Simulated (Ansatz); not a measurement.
**Al2 (singlet): the correlation ladder at distance Al1–Al2 = 3.031 Å, cc-pVDZ**

One table from this session's results is given with a row withheld; the runs are named, their logs left out.

Method: cc-pVDZ, core rule «outside noble gas», up to 10 orbitals frozen; program: Ansatz 0.2.0, Gaussian basis.

The runs, in order: UHF; CCSD(T) on RHF; CCSD(T) on UHF; BCCD(T) on RHF; CISD; CCSDT(Q) on RHF; CCSDT(Q) on UHF; CISDTQ; CCSDTQ on RHF; CASSCF and MRCISD+Q, 2 electrons in 2 orbitals; CASSCF and NEVPT2, 2 electrons in 2 orbitals; CASSCF and MRCISD+Q, 6 electrons in 8 orbitals; CASSCF and NEVPT2, 6 electrons in 8 orbitals; Full CI.

18 further runs of the same task are left out: 1 for a mislabelled method, 13 that didn't finish, 4 set aside as unsound or not needed.

## What is computed

The geometry derives from a PBE0/def2-TZVP stationary point (not a proven minimum). One bond is set to the value named and the two fragments are kept rigid.

2 atoms, charge 0, spin multiplicity 1.

Atoms are counted from 1 here; the program's logs count them from 0.

No contacts short enough for the rule that draws bonds.

Set-up of the first run:

in.yaml

```yaml
crystal:
  periodic: [false, false, false]
  atoms:
    - {symbol: Al, position_ang: [0.000000, 0.000000, 0.000000]}
    - {symbol: Al, position_ang: [0.000000, 0.000000, 3.031047]}
basis:
  gaussian: {orbitals: cc-pVDZ}
magnetization: {spin_polarized: true, initial_magnetization: 0}
hamiltonian: {xc: hf}
output: {orbitals: {seedname: orbitals}}
```

The run is started by

```bash
ansatz run in.yaml --threads 1 --pin off --events-out ev --progress --plain --max-ram 2393MiB
```

Steps of the session up to this table: UHF; CCSD(T) on RHF; CCSD(T) on UHF; BCCD(T) on RHF; CISD; CCSDT(Q) on RHF; CCSDT(Q) on UHF; CISDTQ; CCSDTQ on RHF; CASSCF and MRCISD+Q, 2 electrons in 2 orbitals; CASSCF and NEVPT2, 2 electrons in 2 orbitals; CASSCF and MRCISD+Q, 6 electrons in 8 orbitals; CASSCF and NEVPT2, 6 electrons in 8 orbitals; Full CI.

One of the session's tables, all rows but one given; the rest of the session is left out.

```
   method  from FCI (kJ/mol)
      RHF             +327.4
     RMP2             +109.7
     CISD                  ?
    RCCSD              +14.9
 RCCSD(T)               +5.4
  BCCD(T)               +5.4
   RCCSDT               +1.9
   CISDTQ               +2.1
RCCSDT(Q)               +0.7
  RCCSDTQ               +0.1
      FCI                  0
```

Estimate the missing values for CISD.

As computed: from FCI (kJ/mol): +40.4. In the column «from FCI (kJ/mol)» it lies between RCCSD (+14.9) and RMP2 (+109.7).

Left out of the table: CASSCF pair, NEVPT2 pair, MRCISD pair, MRCISD+Q pair, CASSCF valence, NEVPT2 valence, MRCISD valence, MRCISD+Q valence (the active space lost an orbital or holds another state than full CI finds).

Caveats from the session: Left out of the table: UHF, UMP2, UCCSD, UCCSD(T), UCCSDT, UCCSDT(Q) (another determinant or state than the rows shown). Warnings in the runs' records: passed over end.
